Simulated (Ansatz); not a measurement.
## Elastic constant C13 of some elemental solids other than molecular ones, all hcp

Method: r²SCAN in Ansatz (PAW). References are measured values at low temperature.

Values in GPa.

```
solid   reference  r²SCAN  error (%)
------  ---------  ------  ---------
hcp Os       218¶     232       +6.4
hcp Y         19¶    19.7       +3.7
hcp Ti         68    77.4      +13.8
hcp Zn      52.8¶    53.2       +0.8
hcp Mg      21.7¶    20.3       -6.5
hcp Zr       64.6    63.3       -2.0
```

Over these 6 solids the mean error is +2.7 %, the mean absolute error 5.5 % (median 5.1 %), and the worst case hcp Ti at +13.8 %; the value is too high in 4 of 6 cases.

All these references are low-temperature values that still hold zero-point motion.

Spin–orbit coupling is left out, also for the solids with elements from indium on (hcp Os); its size isn't shown.

¶ marks references of a special kind: hcp Os, 218 GPa (measured, 0 K, extrapolated to 0 K (read from the set's bulk modulus against, 405 at 300 K); as tabulated in Liu et al. (2023), arXiv:2002.00005); hcp Y, 19 ± 4 GPa (measured, 0 K, extrapolated to 0 K; as tabulated in Elastic Constants of Yttrium Single Crystals in the Temperature Range 4.2-400 K); hcp Zn, 52.8 GPa (measured, 0 K, extrapolated to 0 K; zero-point effects included; as tabulated in Galib et al. (2023), arXiv:2209.08184); hcp Mg, 21.7 GPa (measured, 0 K, extrapolated to 0 K; zero-point effects included; as tabulated in Ibrahim et al. (2023), arXiv:2305.03577).

Differences are worked out from the printed values.

Each level is taken at its own relaxed cell. Ansatz's density-functional and Hartree–Fock values are scalar-relativistic unless marked +SOC, with PAW data made under PBE.

Ansatz's runs of these crystals have no spin polarisation. Meta-GGAs and exact exchange favour moments, which can bear on hcp Y, hcp Ti.

Not in this set, of the elemental solids other than molecular ones with a reference value in our tables and a result at some level: 7 for a reference at room or unstated temperature; 1 for a value of another source that differs by over 15 % in a way that heat doesn't explain. These can be a level's best or worst cases. Solids without a released value at any level aren't counted. Layered and molecular crystals are counted apart. The metals Ce to Yb are counted apart.

References as tabulated in Liu et al. (2023), arXiv:2002.00005; Elastic Constants of Yttrium Single Crystals in the Temperature Range 4.2-400 K; Ferrari et al. (2019), arXiv:1905.01197; Galib et al. (2023), arXiv:2209.08184 and others.

Ansatz is a program for electronic structure.
